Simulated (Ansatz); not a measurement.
**Two structures, one formula**

Two relaxed structures of AlSiH$_{6}$O (charge +1), singlet (PBE0-D4/def2-TZVP; forces vanish, vibrations not checked).

A:

O1  (-1.212, 0.774, -1.204)
Al2  (0.147, 1.009, 0.107)
Si3  (0.916, -1.158, 0.930)
H4  (-1.568, -0.070, -1.520)
H5  (-1.655, 1.506, -1.658)
H6  (0.233, 2.573, 0.136)
H7  (2.365, -1.247, 0.633)
H8  (0.142, -2.191, 0.195)
H9  (0.633, -1.196, 2.383)
(Å)

B:

```xyz
9
angstrom
O 0.0421 0.4998 0.0246
Al -1.2764 0.6243 -1.2623
Si 0.7974 -0.9122 0.8066
H -1.7269 -0.8136 -1.6512
H -1.5126 2.1385 -1.5433
H 0.3882 1.3508 0.3332
H 2.2257 -0.7911 0.4700
H 0.0861 -2.0126 0.1371
H 0.4888 -0.7433 2.2363
```

Ansatz 0.2.0; basis: def2-TZVPP; cores frozen in the correlated methods. B3LYP uses VWN-RPA correlation.

**Question.** Which structure is lower at CCSD(T), and by how much? (An estimate is asked for; the value comes from the calculation.)

**Answer.** The calculation gives: B, by 0.796 eV (electronic energy, against the other). By their contacts, A is AlSiH₆O ([OH2][AlH][SiH3]), total charge +1 and B is AlSiH₆O ([AlH2][OH][SiH3]), total charge +1.

All methods give the same order:

```json
{"method": "PBE-D4", "E(B) − E(A) (eV)": "-0.516"}
{"method": "r2SCAN-D4", "E(B) − E(A) (eV)": "-0.688"}
{"method": "PBE0-D4", "E(B) − E(A) (eV)": "-0.579"}
{"method": "B3LYP-D4", "E(B) − E(A) (eV)": "-0.785"}
{"method": "wB97M-V", "E(B) − E(A) (eV)": "-0.820"}
{"method": "HF", "E(B) − E(A) (eV)": "-0.976"}
{"method": "MP2", "E(B) − E(A) (eV)": "-0.887"}
{"method": "CCSD", "E(B) − E(A) (eV)": "-0.821"}
{"method": "CCSD(T)", "E(B) − E(A) (eV)": "-0.796"}
```

T1 diagnostic: at most 0.012.

Labels in which every atom is bracketed show which atoms are joined, not bond orders.

For scale, one of the runs: CCSD(T)/def2-TZVPP, 199 basis functions, launched by `ansatz run in.yaml --threads 2 --pin off --events-out ev --progress --plain --max-ram 4352MiB`. Hardware: 2 CPU threads of an Arm Neoverse V2, shared host. Wall time 41 s; peak host memory 2.2 GiB.
